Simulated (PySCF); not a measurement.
Vertical excitation energies

Species: C4H7FS.
SMILES: `C[C@@H]1C[C@@H](F)S1`

Theory: PySCF 2.14.0, density-fitted response routines, TDDFT CAM-B3LYP/def2-SVPD, vertical, gas phase, core orbitals frozen in the response. Geometry: GFN2-xTB; no solvent, vibrations or thermal averaging.

| state | E (eV) | E (kJ/mol) | λ (nm) | f | \|μ\| (D) | main configurations (H = HOMO, L = LUMO) |
| --- | --- | --- | --- | --- | --- | --- |
| S1 | 4.82 | 465 | 257.1 | 0.0006 | 0.18 | H→L (88%) |
| S2 | 6.61 | 638 | 187.5 | 0.036 | 1.20 | H→L+2 (47%), H→L+1 (44%) |
| S3 | 6.89 | 665 | 179.8 | 0.043 | 1.29 | H-1→L (87%) |
| S4 | 6.99 | 675 | 177.3 | 0.021 | 0.89 | H→L+1 (44%), H→L+2 (41%) |
| S5 | 7.10 | 685 | 174.7 | 0.036 | 1.15 | H→L+3 (81%) |
| S6 | 7.77 | 749 | 159.6 | 0.0092 | 0.56 | H-2→L (58%), H→L+4 (16%) |
| S7 | 7.92 | 764 | 156.5 | 0.0049 | 0.40 | H→L+4 (50%), H-2→L (13%), H→L+7 (10%) |
| S8 | 8.08 | 779 | 153.5 | 0.035 | 1.07 | H→L+5 (39%), H→L+6 (20%), H-2→L (14%) |

Triplets (Tamm–Dancoff): T1 4.35 eV, H→L (84%); T2 5.90 eV, H-1→L (80%); T3 6.09 eV, H→L+2 (65%), H→L+8 (10%), H→L+10 (9%).

The lowest singlet lies at 4.82 eV (257 nm, ultraviolet) and is very weak; its leading configuration is HOMO→LUMO (88%). The strongest level in the table is S3 at 6.89 eV (180 nm, f = 0.043). Löwdin shares by element: HOMO sulfur 71%, carbon 17% or more; LUMO sulfur 57%, carbon 22% or more (atoms not listed hold the other 22%). The listed states span 3.25 eV, and the widest gap between neighbours is 1.79 eV (S1 to S2). The oscillator strengths of these states sum to 0.186; summed over the whole spectrum of an exact calculation they would give the number of electrons, 56 (Thomas–Reiche–Kuhn). Weighted by f, the mean energy of these states is 7.18 eV. Only the lowest 8 singlets were computed, as vertical energies without vibronic structure.

On one thread of an Intel Xeon at 2.50 GHz, shared host, this took 2.3 min wall, 66 s CPU and 0.80 GiB of memory at its peak.
